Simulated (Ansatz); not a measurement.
Basis-set extrapolation for `C=[C]C` radical (PBE0-D4/def2-TZVP geometry, frozen core, Ansatz 0.2.0). Multiplicity 2, UHF reference.

```json
{"": "HF", "def2-TZVPP": "-116.479774", "def2-QZVPP": "-116.485128"}
{"": "MP2 correlation", "def2-TZVPP": "-0.459207", "def2-QZVPP": "-0.489455"}
{"": "CCSD(T) correlation", "def2-TZVPP": "-0.522598", "def2-QZVPP": "not run"}
```

Energies in hartree. Use E(X) = E(∞) + A·exp(−7.88·√X) for Hartree–Fock and E(X) = E(∞) + B·X^(−2.97) for correlation, with X = 3 and 4, and add CCSD(T) minus MP2 of the smaller set to the MP2 limit.

Problem. What is the CCSD(T) energy at the basis-set limit?

Solution. HF limit: -116.485128 + (-0.005354) × 0.13774 = -116.48587. MP2 limit: -0.489455 + (-0.030248) × 0.74074 = -0.51186. Higher-order term: -0.522598 − (-0.459207) = -0.06339. Total: -117.06112 hartree, 1.60 eV below CCSD(T)/def2-TZVPP.

The UHF reference is spin-contaminated (⟨S²⟩ = 0.91, T1 = 0.031).
